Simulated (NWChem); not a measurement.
# C₂H₆OS cation, doublet; SMILES of the neutral closed-shell parent CS(C)=O

```xyz
10

C      0.7707     0.1975     1.4607
S     -0.1106    -0.3289     0.0000
C      0.7707     0.1975    -1.4607
O     -1.5117     0.1946     0.0000
H      0.1567    -0.1220     2.3158
H      1.7442    -0.3149     1.4673
H      0.8794     1.2925     1.4313
H      0.8794     1.2925    -1.4313
H      0.1567    -0.1220    -2.3158
H      1.7442    -0.3149    -1.4673
```
Atoms are numbered in this order, from 1.

Level: PBE0/def2-SVP, spin-unrestricted (NWChem), optimised geometry, unscaled harmonic frequencies. In the optimisation the excess spin sits in a' (Cs, its own frame). This spin state was assumed; another may lie lower.

```csv
frequency (cm⁻¹),IR intensity (km/mol)
149,0.0
177,0.8
253,0.2
278,8.6
331,15.4
639,0.4
727,2.7
891,2.5
935,5.9
944,11.3
1004,2.9
1096,28.1
1296,1.9
1324,4.2
1392,16.8
1401,5.2
1408,21.0
1417,61.4
3060,39.6
3063,10.1
3202,4.3
3203,45.3
3206,22.0
3208,42.1
```

```
Quantity                                                                                             Result
-----------------------------------------------------------------------------------------  ----------------
zero-point energy                                                                             49.4 kcal/mol
thermal correction to the enthalpy at 298.15 K (with zero-point energy)                       53.7 kcal/mol
heat capacity Cv                                                                           19.3 cal/(mol K)
entropy at 298.15 K and 1 atm (symmetry number 1, electronic part: spin degeneracy alone)  76.2 cal/(mol K)
```

Rigid rotor and harmonic oscillator.
